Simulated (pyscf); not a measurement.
Structures and frequencies: ωB97X-D3(BJ)/def2-SVP in PySCF.

### Question
PBE/def2-TZVP puts the barrier of H₂N–Ti(OH)(Cl)–Cl + H₃Si–Cl → H₂N–Ti(Cl)(Cl)–Cl + HO–SiH₃ (four-centre exchange; singlet surface; O–Ti, Cl–Si broken, Cl–Ti, O–Si formed) at 40.6 kJ/mol and the reaction energy at -5.1 kJ/mol, from the separated reactants. What do r²SCAN/def2-TZVP, M06-2X/def2-TZVP, ωB97M-D3(BJ)/def2-TZVP give on the same structures?

### Answer
r²SCAN: ΔE‡ = 28.4 kJ/mol, ΔE = -9.3 kJ/mol; M06-2X: ΔE‡ = 18.2 kJ/mol, ΔE = -8.7 kJ/mol; ωB97M-D3(BJ): ΔE‡ = 31.5 kJ/mol, ΔE = -3.9 kJ/mol. PBE's barrier lies over all of them, by 9.1 to 22.4 kJ/mol. Its reaction energy lies among theirs. On the reactant side the descent ends in a complex (not fully relaxed), 17.7 kJ/mol under the separated species and 29.0 kJ/mol under the saddle at ωB97X-D3(BJ)/def2-TZVP. On the product side the descent ends in an adduct with a O–Ti contact, 52.9 kJ/mol under the separated species and 71.4 kJ/mol under the saddle at ωB97X-D3(BJ)/def2-TZVP. What is counted as broken (O–Ti) persists as a longer contact in the product adduct; parting that adduct is a step of its own. At ωB97X-D3(BJ)/def2-TZVP the barrier from the zero used here is 11.2 kJ/mol. One saddle was located; it need not be the lowest between these sides.
